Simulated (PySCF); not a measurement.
Compound: C₄H₁₂Si.
Structure used (PBE0-D3(BJ)/def2-SVP), in Å, numbered top down from 1:
```xyz
17
C4H12Si angstrom
C     -0.1807   -1.2405   -1.4085
Si    -0.0008   -0.0003   -0.0012
C     -0.0560    1.7497   -0.6973
C     -1.4113   -0.2303    1.2271
C      1.6448   -0.2750    0.8741
H     -1.1352   -1.1007   -1.9410
H     -0.1543   -2.2760   -1.0329
H      0.6328   -1.1288   -2.1430
H      0.0399    2.5000    0.1038
H     -1.0064    1.9386   -1.2219
H      0.7627    1.9185   -1.4151
H     -2.3890   -0.0723    0.7443
H     -1.4074   -1.2462    1.6535
H     -1.3296    0.4845    2.0616
H      1.7088   -1.2921    1.2927
H      2.4907   -0.1433    0.1805
H      1.7770    0.4383    1.7035
```

Level of theory: core-valence-separated Tamm–Dancoff BHandHLYP/aug-pcX-1 (pcseg-1 on H, def2-SVPD on Si) in PySCF, non-relativistic, gas phase, PBE0-D3(BJ)/def2-SVP geometry. Absolute energies from this functional tend to lie a few eV below measured edges; no shift was applied.

The lowest roots of each edge with f over 0.003 (five at most, numbered afresh; weaker and dark ones are left out), with transition dipoles (au) in the frame of the coordinates:

```
root  edge  E (eV)       μx       μy       μz
   1     C  284.83  -0.0249   0.0010  -0.0174
   2     C  284.83   0.0071  -0.0240  -0.0157
   3     C  284.83  -0.0123  -0.0196   0.0196
   4     C  285.65  -0.0071  -0.0169   0.0111
   5     C  285.65  -0.0238   0.0375   0.0105
```

What are the oscillator strengths?

f = (2/3) ΔE |μ|², with ΔE in hartree (27.2114 eV):

```csv
root,ΔE (Eh),|μ|² (au),f,core hole on
1,10.4672,0.000923,0.006,C1/C3/C4/C5
2,10.4672,0.000870,0.006,C1/C3/C4/C5
3,10.4672,0.000921,0.006,C1/C3/C4/C5
4,10.4975,0.000462,0.003,C1/C3/C4/C5
5,10.4975,0.002088,0.015,C1/C3/C4/C5
```

Molecules are fixed in this frame and the field points along x. What effective strengths 3 f cos²θ do the roots have (θ between field and μ)?

root 1 (C1/C3/C4/C5): 0.013, root 2 (C1/C3/C4/C5): 0.001, root 3 (C1/C3/C4/C5): 0.003, root 4 (C1/C3/C4/C5): 0.001, root 5 (C1/C3/C4/C5): 0.012. Averaged over all orientations cos²θ is 1/3, which gives f back. For degenerate partners only the sum has meaning, as the program may mix them freely.

On an x86-64 server with one thread (shared host), this took 9.5 s wall.
